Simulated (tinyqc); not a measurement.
Worked calculation (part 2 of 2): coupled-perturbed Hartree-Fock on RHF in the sto-3g basis, for H2O, spin multiplicity 1. Computed by tinyqc, a small Python program that keeps every step (integrals from PySCF). Command: `OMP_NUM_THREADS=1 python tinyqc.py 24419 24420 out.jsonl` (the two numbers bound the seeds that draw the settings). One thread of a shared host (Intel(R) Xeon(R) Processor @ 2.60GHz), about 0.2 s of CPU time with the checks.

Geometry (angstrom):
```
atom         x          y         z
O     0.000000   0.000000  0.000000
H     0.000000   0.911000  0.680000
H     0.000000  -0.911000  0.680000
```

## Coupled polarisability

Repeat until U stops changing; compare with -d2E/dF2.

Course of the coupled iterations:
```
step  alpha (bohr^3)
0           3.429722
1           2.981088
2           3.143636
3           3.135330
4           3.146121
5           3.147744
6           3.149112
7           3.149631
8           3.149909
9           3.150040
10          3.150106
11          3.150138
12          3.150154
13          3.150162
14          3.150166
15          3.150168
16          3.150169
17          3.150169
18          3.150170
19          3.150170
20          3.150170
21          3.150170
22          3.150170
23          3.150170
24          3.150170
```

coupled polarisability = 3.150170 bohr^3

finite-field check, fields of +/-0.001 au = 3.150171 bohr^3
